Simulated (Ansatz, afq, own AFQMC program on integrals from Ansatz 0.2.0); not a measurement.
## Where AFQMC and coupled cluster stand for Os, quintet

A free Os atom.

Basis def2-SVP with its core potentials. Noble-gas cores (and the filled d shells of Ga–Kr and In–Xe) are frozen. AFQMC by an in-house program on the Cholesky factors that Ansatz 0.2.0 writes for its CCSD(T) run. ph-AFQMC/CISD is guided by a CISD state made of CCSD amplitudes; releasing the constraint for a short imaginary time cuts its bias at the price of noise, slowly where states lie close. Free AFQMC starts from the CCSD state and is never constrained. Its projection time is finite, and what remains of the start isn't in its error. Uncertainties: one standard error, sampling alone. No spin–orbit coupling. The metal's outer-core s and p shells are frozen, which shifts wave-function levels against functionals.

Determinant: UHF, the one that the program's search chose, which needn't be the lowest solution.

No full CI on the walks' own integrals is used here; CCSDTQ serves as the reference and is uncertain by about the last step of the cluster series.

Cautions: no spin-orbit coupling; outer-core shells of the metal frozen; the determinant is a saddle point among determinants of its kind; the ph-AFQMC/CISD walk drifts between its halves (2.4 errors).

* T1 diagnostic: 0.0162
* weight of the determinant in the CISD state: 0.926
* ⟨S²⟩ of the determinant: 6.029
* size of the correlated space: 8 electrons in 28 orbitals

```json
{"level": "MP2", "correlation energy (eV)": "-3.4211"}
{"level": "CCSD", "correlation energy (eV)": "-3.6524"}
{"level": "CCSD(T)", "correlation energy (eV)": "-3.7281"}
```

Estimate where free-projection AFQMC lies against CCSD(T) on the same integrals.

13.1 ± 1.5 meV below CCSD(T).

Reference: CCSDTQ, correlation energy -3.743 eV. The released energy is read at 1.50 1/Eh (meV from the phaseless value at times in 1/Eh: -1.2 ± 2.3 at 0.24, -3.5 ± 1.2 at 0.50, -3.0 ± 0.9 at 1.00, -6.0 ± 1.2 at 1.50).

| level | E − E(reference) (meV) | share of correlation (%) |
| --- | --- | --- |
| CCSD(T) | 14.6 | 99.61 |
| CCSDT | 5.1 | 99.86 |
| CCSDT(Q) | 0.0 | 100.00 |
| ph-AFQMC/HF | 63.7 ± 12.7 | 98.30 |
| ph-AFQMC/CISD | 7.5 ± 1.8 | 99.80 |
| released AFQMC | 1.5 ± 1.2 | 99.96 |
| free AFQMC | 1.5 ± 1.5 | 99.96 |

CCSDT and higher add their correlation energy to the determinant of the CCSD(T) run, since their own runs factorise the integrals more tightly (a shift of under 2 meV). Free projections are given only where their last times agree within the noise and don't stop above the reference; a slow remainder of the start can still hide under it. A walk keeps the symmetry of its determinant, which the program's search chose and which needn't be the lowest solution, so a lower state of the same spin and another symmetry isn't excluded. Released energies are given only where the last usable release times agree within the noise; a slower fall can still hide under it.
